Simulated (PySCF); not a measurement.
**Peak assignment**

Numbering as in the mapped SMILES `[CH3:1]/[CH:2]=[CH:3]\[C:4]#[N:5]` (H(Xn): hydrogen on atom n).

[PySCF 2.14.0 with density-fitted response routines: structure optimised with PBE0-D3(BJ)/def2-TZVP; shieldings: GIAO B97-2/pcSseg-2; isolated molecule; one averaged value for each set of equivalent atoms; relativity neglected; one computed conformer]

Referencing at the same level of theory: ¹³C (σ = 185.38 ppm) and ¹H (σ = 31.64 ppm) against TMS.

(1) Assign these signals to the numbered atoms. ¹³C{¹H} NMR (computed): δ 161.5 (CH), 121.5 (C), 107.4 (CH), 21.1 (CH3).

(2) Assign these signals to the numbered atoms. ¹H NMR (400 MHz, computed): δ 6.75 (m, 1H), 5.42 (d, 1H), 2.18 (d, 3H).

Answers

(1) 
161.5 → C2, alkene CH: as expected for a trigonal carbon in a double bond
121.5 → C4, nitrile carbon: this is the usual window of a C≡N carbon, which has no attached hydrogen
107.4 → C3, alkene CH: the olefinic region
21.1 → C1, allylic methyl carbon: a saturated carbon with 1 carbon neighbour and no heteroatom attached

(2) 
```tsv
δ (ppm)	atoms	environment	reason
6.75	H(C2)	hydrogen on an alkene CH	olefinic region
5.42	H(C3)	hydrogen on an alkene CH	–
2.18	H(C1)	hydrogen on an allylic methyl carbon	allylic position
```

Shifts are as computed. Against solution values, carbons near 30 ppm lie about +3 ppm off and those near 130 ppm about +7 ppm. Of 1211 compounds with measured shifts, 218 miss one by over three times the rms of a fit or turn the order of signals round; such compounds aren't used in these exercises. No couplings were computed; multiplicities are counted from neighbouring protons, with m where these are inequivalent, close in shift, in a saturated or five-membered ring or joined by F or P, and br s for small geminal =CH2 splittings.
